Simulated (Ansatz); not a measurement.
We consider trigonal Te, described by r²SCAN+SOC (plane waves, PAW; Ansatz, a program for electronic structure).

Numerical settings: plane-wave cutoff 560 eV, 12×12×6 k mesh (along the axes of the cell as run), Fermi–Dirac smearing 0.01 eV, PAW data made under PBE.

Cell (relaxed at this level):

Space group P3₁21 (No. 152); a = b = 4.6171 Å, c = 5.9331 Å, α = β = 90.00°, γ = 120.00°

```json
[
 {"atom": "Te", "site": "3a", "symmetry": ".2.", "x": "0.7462", "y": "0.7462", "z": "0.0000"}
]
```

Problem. What does this level give for the bulk modulus B0, band gap and Γ–Γ gap?

Solution. 
- bulk modulus B0 = 12.3 GPa
- band gap = 0.33 eV (direct)
- Γ–Γ gap = 1.61 eV

Measured, for comparison: band gap 0.33 eV (temperature not stated, no zero-point or thermal correction, compiled measured gap; kind and temperature not stated; as tabulated in Kothakonda et al. (2022), arXiv:2208.02841); bulk modulus 19 GPa (temperature not stated, no zero-point or thermal correction; as tabulated in Yi et al. (2018), arXiv:1712.00894). Computed (rounded) less measured: bulk modulus -35 % (against room or unstated temperature, where such soft solids are markedly softer).

Note: for a layered or molecular solid the relaxed cell lies over 5 % above the published volume, where the minimum can be shallow; the cell comes from a level without a dispersion term, which matters for the spacing of layers, chains or molecules; the bulk modulus comes from volumes at which shape and atoms were relaxed.

The computed numbers hold no vibrational or temperature effects.

It cost roughly 2.4 core-hours of CPU time.
